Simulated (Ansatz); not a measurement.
Two shapes of singlet NF3.

Shape 1:

```xyz
4

N    -0.0047    0.0139    0.5150
F     1.2402   -0.0272   -0.1564
F    -0.5929    1.0120   -0.0995
F    -0.5885   -1.0924   -0.0959
```

Shape 2:

```xyz
4

N     0.0000    0.0000    0.5046
F     1.3147    0.0000   -0.1308
F    -0.6574    1.1386   -0.1308
F    -0.6574   -1.1386   -0.1308
```

Basis set: 6-31G* (spherical functions). Frozen core: 4 orbitals. Charge 0, multiplicity 1.

Computed with Ansatz (development build ahead of 0.2.0); each method stands on the lowest determinant of its kind that the runs found.

Problem. Which shape is lower in energy, and by how much in each method?

Solution.

```json
{"method": "RHF", "E(2) − E(1) (eV)": "0.868"}
{"method": "RHF-MP2", "E(2) − E(1) (eV)": "0.183"}
```

Shape 1 is lower.
